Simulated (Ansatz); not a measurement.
System: 2H WSe2. Method: PBE+SOC (plane waves, PAW; Ansatz, a quantum-chemistry and plane-wave program).

Numerical settings: plane-wave cutoff 520 eV, 12×12×4 k mesh (along the axes of the cell as run), Fermi–Dirac smearing 0.01 eV, PAW data made under PBE.

Computed at the level's own relaxed cell.

**Question.** Give the computed lattice parameter c, equilibrium volume per atom, Γ–Γ gap and smallest direct gap on the k points sampled.

**Answer.** 
lattice parameter c: 15.092 Å
equilibrium volume per atom: 24.31 Å³/atom
Γ–Γ gap: 2.72 eV
smallest direct gap on the k points sampled: 1.26 eV

Measured, for comparison: lattice parameter c 12.96 Å (300 K, no zero-point or thermal correction; as tabulated in arXiv:1605.07067). Computed (rounded) less measured: lattice parameter c +16.5 %.

Note: for a layered or molecular solid the relaxed cell lies over 5 % above the published volume, where the minimum can be shallow; the cell comes from a level without a dispersion term, which matters for the spacing of layers, chains or molecules.

Static lattice: no zero-point or thermal effects.

Computing time: around 110 core-minutes (rough).
